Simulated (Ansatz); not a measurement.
A nudged elastic band was laid between two geometries of CHMgO (4 atoms, charge 0, multiplicity 2).

Level of theory: UKS LDA/def2-SVP in Ansatz.

```
movable images  : 9
climbing image  : yes
spring          : 5.0 eV/Å²
optimiser       : quadratic models (default)
start path      : through a guess of the saddle point
force threshold : 0.03 eV/Å
iteration limit : 60
end points      : relaxed
```

Initial state:

```xyz
4
Properties=species:S:1:pos:R:3
O -0.994 -0.311 2.031
C -0.642 -0.117 0.945
Mg 0.840 0.020 -0.655
H 0.797 0.407 -2.322
```

Final state:

```xyz
4
Properties=species:S:1:pos:R:3
O -0.901 -0.071 0.918
C -0.253 0.060 -0.090
Mg 1.946 -0.352 0.233
H -0.792 0.364 -1.061
```

What changes between the two ends?

Bonds broken: Mg3–H4. Bonds formed: C2–H4.

Give the energies along the band, and the barrier.

The run converged. The highest image is number 7 of 0 to 10, 12.9 kcal/mol above the first end and 16.9 kcal/mol above the last; the last end lies 4.0 kcal/mol below the first. A vibrational analysis at the climbing image gives one clearly imaginary mode, 624i cm⁻¹: a first-order saddle point.

```
image  path coordinate (Å)  energy (kcal/mol)  Mg3–H4 (Å)  C2–H4 (Å)
    0                 0.00                0.0        1.71       3.61
    1                 0.37                0.6        1.71       3.36
    2                 0.73                2.2        1.72       3.12
    3                 1.10                3.8        1.73       2.86
    4                 1.46                5.3        1.74       2.57
    5                 1.83                6.6        1.77       2.28
    6                 2.20                9.1        1.81       1.87
    7                 2.56               12.9        1.97       1.44
    8                 2.97                4.1        2.40       1.18
    9                 3.38               -2.2        2.83       1.15
   10                 3.79               -4.0        3.11       1.15
```

What is the geometry of the highest image?


```xyz
4
Properties=species:S:1:pos:R:3
O -1.191 -0.051 1.040
C -0.162 -0.073 0.471
Mg 1.634 -0.102 -0.581
H -0.281 0.226 -0.930
```

What are the harmonic wavenumbers there?

624i, 214, 435, 660, 1366, 1964 cm⁻¹.

Time of the run: 110 s on 1 thread of Intel(R) Xeon(R) CPU @ 2.60GHz (Ice Lake), on a shared host, peak memory 0.12 GiB.
